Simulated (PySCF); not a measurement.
Molecule: Acrylamide, C3H5NO.

Molfile (atoms numbered from 1):
```
C3H5NO
     RDKit          3D

 10  9  0  0  0  0  0  0  0  0999 V2000
   -1.6062   -0.4737    0.6777 C   0  0  0  0  0  0  0  0  0  0  0  0
   -0.5287   -0.4752   -0.1075 C   0  0  0  0  0  0  0  0  0  0  0  0
    0.5692    0.5131    0.1244 C   0  0  0  0  0  0  0  0  0  0  0  0
    1.6136    0.4126   -0.7429 N   0  0  0  0  0  0  0  0  0  0  0  0
    0.5321    1.3435    1.0103 O   0  0  0  0  0  0  0  0  0  0  0  0
   -1.6712    0.2568    1.4896 H   0  0  0  0  0  0  0  0  0  0  0  0
   -2.4282   -1.1787    0.5349 H   0  0  0  0  0  0  0  0  0  0  0  0
   -0.4292   -1.1923   -0.9298 H   0  0  0  0  0  0  0  0  0  0  0  0
    1.6705   -0.3140   -1.4404 H   0  0  0  0  0  0  0  0  0  0  0  0
    2.4028    1.0313   -0.6119 H   0  0  0  0  0  0  0  0  0  0  0  0
  1  2  2  0
  2  3  1  0
  3  4  1  0
  3  5  2  0
  1  6  1  0
  1  7  1  0
  2  8  1  0
  4  9  1  0
  4 10  1  0
M  END
```

Geometry PBE0-D3(BJ)/def2-SVP throughout; GIAO in PySCF 2.14.0 with density-fitted response routines, gas phase, one conformer, non-relativistic; equivalent atoms averaged; functional PBE0.

For orientation, STO-3G gives these shifts δ (against TMS, NH3, H2O at the same level): C2 109.5, C3 106.5, N4 58.9, O5 390.1, H6 6.33, H8 5.70, H7 5.56, H9 4.40, H10 4.15 ppm.

A run gave: C2 129.0, C3 160.0, N4 102.5, O5 344.6, H6 7.15, H8 6.33, H7 6.03, H9 4.72, H10 4.61 ppm (shifts δ (against TMS, NH3, H2O at the same level)).

Question: Which basis set was used in that run?
A. 6-311+G(2d,p)
B. cc-pVDZ
C. def2-SVP
D. aug-cc-pVDZ

Answer: D. O5 tells them apart best: aug-cc-pVDZ gives 344.6, cc-pVDZ gives 356.8, 6-311+G(2d,p) gives 361.1, def2-SVP gives 360.5 ppm.
